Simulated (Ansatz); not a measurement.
**CH4Al: test of scalar relativity from a Python script**

Wanted for CH4Al: a test of scalar relativity.

All numbers are computed with Ansatz 0.2.0 through its Python package. The levels of theory stand in the script.

## Step 1: The system

Bond lengths: C1–Al2 1.978 Å, C1–H3 1.168 Å, C1–H4 1.074 Å, C1–H5 1.159 Å, Al2–H6 1.602 Å. Angles: C1–Al2–H6 121.3°, Al2–C1–H3 109.2°, Al2–C1–H4 110.0°, Al2–C1–H5 108.8°, H3–C1–H4 115.0°, H3–C1–H5 103.6°, H4–C1–H5 109.9°.

The script reads ch4al.xyz:

```xyz
6

C    -0.14210   -0.40700   -0.50880
Al    0.96180    0.74120    0.66460
H    -1.21810   -0.49250   -0.06160
H     0.35450   -1.34390   -0.67850
H    -0.30850    0.13960   -1.51670
H     0.39450    1.29860    2.05480
```

## Step 2: Script

ch4al.py reads:

```python
# -*- coding: utf-8 -*-
"""CH4Al with and without the spin-free two-component Hamiltonian."""

import ansatz
import numpy as np

ch4al = ansatz.Crystal.molecule_from_extxyz("ch4al.xyz")

base = ch4al.calculation()
base = base.functional("pbe0")
base = base.spin("collinear", total=1).forces()
# a set contracted for a scalar-relativistic Hamiltonian goes with the relativistic run
sets = {"none": "cc-pVTZ", "scalar": "cc-pVTZ-DK"}
found = {kind: base.basis(gaussian=basis).pseudopotentials(relativity=kind).run(threads=1, pin="off").report for kind, basis in sets.items()}
for kind, each in found.items():
    dipole = 4.803205 * np.linalg.norm(each["charge_distribution"]["dipole_moment_e_ang"])
    print(f"{kind:7s} E = {each['free_energy_ev']:.4f} eV  dipole {dipole:.3f} D  largest force component {np.abs(each['forces_ev_ang']).max():.4f} eV/A")
print(f"relativity lowers the total energy by {found['none']['free_energy_ev'] - found['scalar']['free_energy_ev']:.3f} eV")
```

## Step 3: What the engine is handed

The engine receives this input (first run):

```yaml
crystal:
  periodic: [false, false, false]
  atoms:
    - { symbol: C, position_ang: [-0.1421, -0.407, -0.5088] }
    - { symbol: Al, position_ang: [0.9618, 0.7412, 0.6646] }
    - { symbol: H, position_ang: [-1.2181, -0.4925, -0.0616] }
    - { symbol: H, position_ang: [0.3545, -1.3439, -0.6785] }
    - { symbol: H, position_ang: [-0.3085, 0.1396, -1.5167] }
    - { symbol: H, position_ang: [0.3945, 1.2986, 2.0548] }
basis:
  gaussian:
    orbitals: cc-pVTZ
hamiltonian:
  xc: pbe0
  pseudopotentials:
    relativity: none
magnetization:
  spin_polarized: true
  initial_magnetization: 1.0
output:
  forces: true
```

## Step 4: The run

On the command line:

```
$ python ch4al.py
```

The program printed:

```text
none    E = -7693.6261 eV  dipole 0.673 D  largest force component 2.2958 eV/A
scalar  E = -7705.9879 eV  dipole 0.673 D  largest force component 2.2944 eV/A
relativity lowers the total energy by 12.362 eV
```

Run time: 6.1 s. Hardware: 1 thread of Arm Neoverse V2, shared host; peak memory 0.27 GiB.

## Step 5: Inputs of later runs

The engine's inputs for the other runs:

Run 2, against run 1:

```diff
@@ -12 +12 @@
-    orbitals: cc-pVTZ
+    orbitals: cc-pVTZ-DK
@@ -16 +16 @@
-    relativity: none
+    relativity: scalar
```

## Step 6: The runs side by side

The 2 runs, in the order started:

```csv
run,basis,relativity,energy (eV),<S²>,SCF cycles,CPU time (s)
1,cc-pVTZ,none,-7693.6261,0.75,16,2.8
2,cc-pVTZ-DK,scalar,-7705.9879,0.75,16,2.9
```

## Step 7: Outcome

```
                                 quantity      value
relativistic lowering of the total energy  12.362 eV
                            runs compared          2
```

The total moves by -12.4 eV, nearly all in the cores, and the dipole from 0.67 to 0.67 D. Caveats:
- The geometry is a force-field or estimated start, not a minimum of this method. The basis set changes with the Hamiltonian (a set recontracted for scalar relativity), and most of the change in the total lies in the cores.
- The species is open-shell (spin multiplicity 2).
